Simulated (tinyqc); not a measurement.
Worked calculation: CCD on RHF in the sto-6g basis, frozen core, for HF, spin multiplicity 1. One step of it, computed by the program tinyqc.

Problem. CCD: starting amplitudes. t_ij^ab = <ij||ab> / (e_i + e_j - e_a - e_b), whose energy is MP2.

orbital energies (hartree): MO1 -26.232402, MO2 -1.505119, MO3 -0.610698, MO4 -0.476138, MO5 -0.476138, MO6 0.678904

Two-electron integrals over orbitals (pq|rs), unique and non-zero (hartree); the lowest 1 orbital is frozen and left out:
```
(22|22) 0.862683    (32|22) -0.004581   (32|32) 0.158841    (33|22) 0.771624
(33|32) -0.061291   (33|33) 0.804464    (42|42) 0.178295    (43|42) -0.046135
(43|43) 0.052749    (44|22) 0.876972    (44|32) -0.075608   (44|33) 0.780040
(44|44) 0.998085    (52|52) 0.178295    (53|52) -0.046135   (53|53) 0.052749
(54|54) 0.053789    (55|22) 0.876972    (55|32) -0.075608   (55|33) 0.780040
(55|44) 0.890506    (55|55) 0.998085    (62|22) -0.141400   (62|32) -0.035406
(62|33) -0.048984   (62|44) -0.140418   (62|55) -0.140418   (62|62) 0.100680
(63|22) -0.143633   (63|32) 0.091839    (63|33) -0.132284   (63|44) -0.178944
(63|55) -0.178944   (63|62) 0.061146    (63|63) 0.157700    (64|42) -0.046148
(64|43) -0.011488   (64|64) 0.032368    (65|52) -0.046148   (65|53) -0.011488
(65|65) 0.032368    (66|22) 0.696589    (66|32) 0.077702    (66|33) 0.671086
(66|44) 0.657797    (66|55) 0.657797    (66|62) -0.070517   (66|63) -0.009264
(66|66) 0.722969
```

Give: Starting amplitudes; correlation energy.

Solution.

Starting amplitudes (spin orbitals 1a, 1b, ...; amplitudes related by a flip of all spins are not repeated):
```
from      to       t
3a 3b  6a 6b  -0.061
2a 2b  6a 6b  -0.023
2a 3b  6a 6b  -0.018
4a 4b  6a 6b  -0.014
5a 5b  6a 6b  -0.014
```

correlation energy = -0.01502 hartree
